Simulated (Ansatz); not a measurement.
**2H MoTe2**

All values below come from LDA (plane waves, PAW; Ansatz, a program for electronic structure).

Run with plane-wave cutoff 520 eV, 12×12×4 k mesh (along the axes of the cell as run), perturbation theory, no spin polarisation, scalar-relativistic PAW data made under PBE.

Cell: measured lattice: a = 3.518 Å, b = 3.518 Å, c = 13.974 Å, α = 90.00°, β = 90.00°, γ = 120.00°.

| Item | Value |
|---|---|
| electronic dielectric constant ε∞ (mean over three axes) | 16.7 |
| dielectric constant ε0 (ions relaxed) (mean over three axes) | 18.0 |

Note: the cell isn't this level's own, so it is under some stress, which shifts stiffness and frequencies.

Spin–orbit coupling is not included.

The result took around 60 core-minutes (rough).
